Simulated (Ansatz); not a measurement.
Working through a composite energy at a relaxed geometry of CH3FSi, SMILES C[Si]F

Computed with Ansatz 0.2.0, Python API.

Run as a notebook:

In [1]:
```python
import ansatz
import numpy as np
```

In [2]:
```python
BASIS = "def2-SVP"
FUNCTIONAL = "r2SCAN"

geometry_ang = [
    ("C", [-0.3082, 0.3455, -0.1817]),
    ("Si", [0.4526, -0.5827, 1.146]),
    ("F", [1.4153, -1.6423, 0.4567]),
    ("H", [-0.9724, 1.1442, 0.2143]),
    ("H", [0.384, 0.9157, -0.8183]),
    ("H", [-0.9292, -0.2444, -0.8632]),
]
mol = ansatz.Crystal.molecule()
for symbol, xyz in geometry_ang:
    mol = mol.atom(symbol, xyz)
```

In [3]:
```python
calculation = mol.calculation().basis(gaussian=BASIS).functional(FUNCTIONAL)
symbols = [site.symbol for site in mol.cartesian_sites]
start = np.array([site.position_ang for site in mol.cartesian_sites], dtype=float)
data = calculation.relax(force_tolerance=0.01, max_steps=100).run(threads=1, backend="cpu").report
end = np.array(data["positions_ang"])
print("final positions (A) and the move of each atom")
for symbol, xyz, old in zip(symbols, end, start):
    print(f"{symbol:2s} {xyz[0]:10.5f} {xyz[1]:10.5f} {xyz[2]:10.5f}   {np.linalg.norm(xyz - old):7.4f}")
```
```text
final positions (A) and the move of each atom
C    -0.33533    0.39033   -0.16888    0.0539
Si    0.46619   -0.57962    1.24894    0.1039
F     1.37095   -1.60379    0.32943    0.1402
H    -1.02824    1.17588    0.17114    0.0774
H     0.45113    0.85637   -0.79212    0.0933
H    -0.88259   -0.30318   -0.83471    0.0802
```

In [4]:
```python
minimum = ansatz.Crystal.molecule()
for symbol, place in zip(symbols, end):
    minimum = minimum.atom(symbol, place.tolist())
at_minimum = minimum.calculation()
# MP2 extrapolated to the basis limit, plus the small-basis difference CCSD(T) - MP2
level = lambda method, basis: at_minimum.basis(gaussian=basis).correlation(method).run(threads=1, backend="cpu").report
small, large, cluster = level("mp2", "cc-pVDZ"), level("mp2", "cc-pVTZ"), level("ccsd_t", "cc-pVDZ")
corr = lambda each: (each["free_energy_ev"] - each["reference_energy_ev"]) / 27.211386246
mp2_limit = (27 * corr(large) - 8 * corr(small)) / 19
pieces = {"HF / cc-pVTZ": large["reference_energy_ev"] / 27.211386246, "MP2 correlation, DZ-TZ limit": mp2_limit, "CCSD(T) - MP2 / cc-pVDZ": corr(cluster) - corr(small)}
for name, value in pieces.items():
    print(f"{name:32s} {value:14.6f} Ha")
print(f"{'sum':32s} {sum(pieces.values()):14.6f} Ha")
print("T1 diagnostic", round(cluster["correlation"]["coupled_cluster"]["t1_diagnostic"], 4))
```
```text
HF / cc-pVTZ                        -428.070751 Ha
MP2 correlation, DZ-TZ limit          -0.581182 Ha
CCSD(T) - MP2 / cc-pVDZ               -0.042955 Ha
sum                                 -428.694888 Ha
T1 diagnostic 0.0143
```

Caveats:
- Total energies depend on the basis set; only differences at equal settings carry meaning.
- The sum leaves out core correlation, relativity, the Hartree-Fock basis error and zero-point energy; a DZ-TZ extrapolation is rough.
- Inner cores stay frozen, so this is valence correlation.
- For Al to Cl the sets with a tight d function, cc-pV(X+d)Z, are usual.
- An extrapolation from small basis sets is rough.
- Hardware and time: 21 s on 1 thread of Arm Neoverse V1, with other jobs on the host, peak memory 0.27 GiB.
